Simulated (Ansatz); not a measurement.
# [OF2]+ (SMILES F[O+]F) at 6 levels

We compute a comparison of 6 runs (U-revPBE/STO-3G, UB3LYP/STO-3G, UBLYP/STO-3G, UPBE0/STO-3G, USVWN5/STO-3G, UCCSD(T)/STO-3G) of [OF2]+. 

The calculation is run with Ansatz 0.2.0.

18 further runs of the same task are left out: 15 that didn't finish, 3 set aside as unsound or not needed.

### 1 Starting point

[OF2]+ has 3 atoms, charge +1, and is taken as a doublet. As SMILES, `F[O+]F`. The O2–F1 distance was set to 3.243 Å, away from the relaxed value. At this shape a bond of the SMILES string is far longer than usual.

Bond lengths: O2–F3 1.297 Å.

### 2 The energy at U-revPBE/STO-3G (run 1)

The input, molecule.yaml:

```yaml
crystal:
  periodic: [false, false, false]
  atoms:
    - {symbol: F, position_ang: [2.299532, -1.530333, 1.100016]}
    - {symbol: O, position_ang: [0.000640, 0.505210, 0.055670]}
    - {symbol: F, position_ang: [-0.920840, -0.196190, -0.529090]}
basis:
  gaussian: {orbitals: STO-3G}
total_charge: 1
magnetization: {spin_polarized: true, initial_magnetization: 1}
hamiltonian: {xc: {name: revPBE}}
accuracy: high
```

The run is started by

```console
ansatz run molecule.yaml --threads 1 --pin off --max-ram 3480MiB --events-out events.jsonl --progress --plain --runs-dir runs
```

Log:

```text
Warning: RAYON_NUM_THREADS=1 ignored (pool sized by the plan → 1); use --threads N
Functional definition: revPBE
  name "revPBE"
  parameter kappa = 1.245
  parameter beta = 0.06672455060314922
  exchange = pbe_x(kappa = kappa, mu = beta*pi^2/3)
  correlation = pbe_c(beta = beta)
222 factors; integrals over basis functions are off by at most 5.3e-8 eV
mean field evaluation 1: about -7326.8140 eV, gradient 8.2e0 eV
mean field evaluation 2: about -7117.0336 eV, gradient 3.8e0 eV
mean field evaluation 4: about -7319.6605 eV, gradient 3.5e1 eV
mean field evaluation 8: about -7355.8472 eV, gradient 3.1e0 eV
mean field evaluation 16: about -7357.3542 eV, gradient 6.0e-2 eV
mean field evaluation 32: about -7325.3901 eV, gradient 2.2e1 eV
mean field evaluation 64: about -7357.3412 eV, gradient 3.5e-1 eV
mean field evaluation 96: about -7317.5530 eV, gradient 3.9e1 eV
mean field evaluation 128: about -7354.0308 eV, gradient 1.1e1 eV
mean field evaluation 160: about -7357.0247 eV, gradient 4.4e0 eV
mean field evaluation 192: about -7357.3487 eV, gradient 6.4e-2 eV
mean field evaluation 224: about -7357.3257 eV, gradient 1.1e-1 eV
mean field evaluation 256: about -7357.3219 eV, gradient 2.9e-2 eV
mean field evaluation 288: about -7357.3538 eV, gradient 6.3e-3 eV
mean field evaluation 320: about -7357.3534 eV, gradient 2.5e-2 eV
mean field evaluation 352: about -7357.2982 eV, gradient 8.5e-3 eV
mean field evaluation 384: about -7357.2924 eV, gradient 5.7e-2 eV
mean field -7357.35442374 eV, -270.3777880786 hartree, gradient 1.9e-8 eV, S^2 1.750658; 19 other end points of the search recorded, 0 dependent functions left out
reference -7357.35442458 eV, -270.3777881094 hartree; 13, 12 occupied and 2, 3 virtual orbitals, 222 factors
Total energy: -7357.35442458 eV, -270.3777881094 hartree
```

Run time: 31 s. Hardware: 1 thread of Arm Neoverse V2, shared host; peak memory 0.11 GiB.

### 3 The energy at UB3LYP/STO-3G (run 2)

The input, input.yaml:

```yaml
crystal:
  periodic: [false, false, false]
  atoms:
    - {symbol: F, position_ang: [2.299532, -1.530333, 1.100016]}
    - {symbol: O, position_ang: [0.000640, 0.505210, 0.055670]}
    - {symbol: F, position_ang: [-0.920840, -0.196190, -0.529090]}
basis:
  gaussian:
    orbitals: STO-3G
total_charge: 1
magnetization:
  spin_polarized: true
  initial_magnetization: 1
accuracy: high
hamiltonian:
  xc: {name: B3LYP}
```

The run is started by

```console
ansatz run input.yaml --threads 1 --pin off --max-ram 3480MiB --events-out events.jsonl --progress --plain --runs-dir runs
```

Log, cut to the lines that bear on the results:

```text
Warning: RAYON_NUM_THREADS=1 ignored (pool sized by the plan → 1); use --threads N
Functional definition: B3LYP
  name "B3LYP"
[...]
222 factors; integrals over basis functions are off by at most 5.3e-8 eV
[...]
mean field -7357.60947338 eV, -270.3871609800 hartree, gradient 1.4e-8 eV, S^2 1.751147; 10 other end points of the search recorded, 0 dependent functions left out
reference -7357.60948850 eV, -270.3871615354 hartree; 13, 12 occupied and 2, 3 virtual orbitals, 222 factors
Total energy: -7357.60948850 eV, -270.3871615354 hartree
```

It took 14 s on 1 thread of Arm Neoverse V2, shared host; peak memory 0.11 GiB.

Runs 3 to 5 aren't shown in full; the table further down has their settings and results.

### 4 A single-point energy at UCCSD(T)/STO-3G (run 6)

The input, molecule.yaml:

```yaml
crystal:
  periodic: [false, false, false]
  atoms:
    - symbol: F
      position_ang: [2.299532, -1.530333, 1.100016]
    - symbol: O
      position_ang: [0.000640, 0.505210, 0.055670]
    - symbol: F
      position_ang: [-0.920840, -0.196190, -0.529090]
basis:
  gaussian: {orbitals: STO-3G}
magnetization: {spin_polarized: true, initial_magnetization: 1}
accuracy: high
total_charge: 1
correlation: {method: ccsd_t, frozen_orbitals: {F: 1, O: 1}}
scf: {omitted_lower_state_checks: [cluster_reference, increment]}
```

The run is started by

```console
ansatz run molecule.yaml --threads 1 --pin off --max-ram 3480MiB --events-out events.jsonl --progress --plain --runs-dir runs
```

Log:

```text
Warning: RAYON_NUM_THREADS=1 ignored (pool sized by the plan → 1); use --threads N
[... 21 lines left out ...]
3 core orbitals not correlated: weight in the atoms' cores, before any rotation towards them, 1.000 or more for the frozen orbitals, at most 0.000 for the correlated occupied ones
[... 49 lines left out ...]
Total energy: -7334.60494004 eV, -269.5417599726 hartree
Checks for a lower state left out: cluster_reference, increment
```

Wall time 0.82 s (1 thread of Arm Neoverse V2, shared host).

### 5 All runs side by side

| run | level | frozen core orbitals | energy (Eh) | ⟨S²⟩ | wall time |
| --- | --- | --- | --- | --- | --- |
| 1 | U-revPBE/STO-3G | – | -270.377788 | 1.751 | 31 s |
| 2 | UB3LYP/STO-3G | – | -270.387162 | 1.751 | 14 s |
| 3 | UBLYP/STO-3G | – | -270.358220 | 1.751 | 32 s |
| 4 | UPBE0/STO-3G | – | -270.187479 | 1.751 | 14 s |
| 5 | USVWN5/STO-3G | – | -268.559640 | 1.751 | 13 s |
| 6 | UCCSD(T)/STO-3G | 3 | -269.541760 | 1.794 | 0.82 s |

### 6 Summary of results

| quantity | value |
| --- | --- |
| run 6: total energy | -269.54176 Eh |
| run 6: correlation energy (3 core orbitals frozen) | -103.4 mEh |
| run 6: (T) correction | -3.50 mEh |
| run 6: ⟨S²⟩ of the reference determinant | 1.794 |
| run 6: T1 diagnostic | 0.054 |

In words: Totals of different functionals can't be ranked against each other. In runs 1, 2, 3, 4, 5, 6 the basis is minimal, so the values are rough. Spin contamination of the reference: run 6 ⟨S²⟩ = 1.79, run 4 ⟨S²⟩ = 1.75, run 2 ⟨S²⟩ = 1.75, run 5 ⟨S²⟩ = 1.75, run 1 ⟨S²⟩ = 1.75, run 3 ⟨S²⟩ = 1.75. Where it is this large, the reference is a mixture of spin states, and values that rest on it are in doubt. All runs together took 1.8 min, the longest 32 s.
